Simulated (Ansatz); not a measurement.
# C3O: the cost of one run

Computed with Ansatz 0.2.0 (MP2 on Hartree-Fock, Gaussian basis aug-cc-pV(T+d)Z, and further levels as typed in the inputs, unless a step's input says otherwise).

1 further run of the same task is left out (it didn't finish).

### Step 1. The structure to begin with

Bond lengths: C1–C2 1.277 Å, C2–C3 1.303 Å, C3–O4 1.159 Å. Angles: C1–C2–C3 180.0°, C2–C3–O4 180.0°.

As a file:

```xyz
4

C     0.0000    0.0000   -1.8988
C     0.0000    0.0000   -0.6217
C     0.0000    0.0000    0.6809
O     0.0000    0.0000    1.8396
```

### Step 2. Batch in weak fields: C3O

It takes final geometries of earlier steps.

Input file input.yaml:

```yaml
hamiltonian:
  xc: hf
correlation:
  method: mp2
batch:
  members: [f0p.yaml, f0m.yaml, f1p.yaml, f1m.yaml, f2p.yaml, f2m.yaml]
output:
  forces: true
scf:
  lower_state_search: "off"
# f0m.yaml, one of 6 members:
crystal:
  periodic: [false, false, false]
  atoms:
    - { symbol: C, position_ang: [0.0, 0.0, -1.89877111] }
    - { symbol: C, position_ang: [0.0, 0.0, -0.62171374] }
    - { symbol: C, position_ang: [0.0, 0.0, 0.68086694] }
    - { symbol: O, position_ang: [0.0, 0.0, 1.8396179] }
basis:
  gaussian:
    orbitals: "aug-cc-pV(T+d)Z.json"
    point_charges:
      - { charge: 2.500062, position_ang: [60.0, 0.0, 0.0] }
      - { charge: -2.500062, position_ang: [-60.0, 0.0, 0.0] }
```

What time and memory should one allow on 4 threads of Arm Neoverse V2, shared host?

About 16 s, with a peak of 1.8 GiB.
